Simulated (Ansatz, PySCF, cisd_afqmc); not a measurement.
Species: C2H2F, charge 0, doublet. C2H2F (SMILES [CH]=CF, doublet).
B3LYP-D3(BJ)/def2-TZVP minimum from Ansatz (a quantum-chemistry and plane-wave program):
```
C
C 1 1.3001
F 1 1.3501 2 123.21
H 2 1.0733 1 139.33 3 180.00
H 1 1.0877 2 125.07 4 0.00
```
Charge 0, spin multiplicity 2.

Atomisation energy term by term, kcal/mol (programs: Ansatz, cisd_afqmc). Open shells are spin-unrestricted; no spin-orbit coupling. Correlated methods leave the cores frozen. Rows without X2C or -DK are non-relativistic. The Monte Carlo rows (phaseless AFQMC, CISD trial, step 0.005/hartree) carry one-sigma bars that omit the constraint's bias. Outlying blocks are dropped, and bars are widened where a walk drifts. Over all cases where full CI ran beside it in this data, AFQMC minus full CI had a median of +0.1 mEh and passed +0.4 mEh in a tenth of the cases. CBS(X,Y): correlation extrapolated as X^-3, Hartree-Fock from the larger set (Q,5: extrapolated as (X+1)exp(-9√X)). A bracket is a step between two methods taken in the basis named. 'core' is core correlation in cc-pwCVTZ, 'X2C' scalar relativity in cc-pVTZ-DK, both at CCSD(T). For partners of very few electrons the exact lower level stands in for a higher one. The UHF reference of C2H2F ([CH]=CF, doublet) is spin-contaminated (<S^2> up to 0.18 over the pure value in the sets run).

```tsv
term	basis	kcal/mol
Hartree-Fock	CBS(cc-pVQZ,cc-pV5Z)	324.53
CCSD correlation	CBS(cc-pVQZ,cc-pV5Z)	115.14
(T)	CBS(cc-pVQZ,cc-pV5Z)	9.50
CCSDT(Q) - CCSD(T)	cc-pVDZ	0.97
core correlation	cc-pwCVTZ	2.16
scalar relativity	X2C, cc-pVTZ-DK	-0.48
minus zero-point energy	Hessian by PySCF at B3LYP-D3(BJ)/def2-TZVP	-18.84
sum: D0		433.0
```

The step beyond CCSD(T) by other levels: AFQMC/CISD in cc-pVDZ 0.81 ± 0.27 kcal/mol.
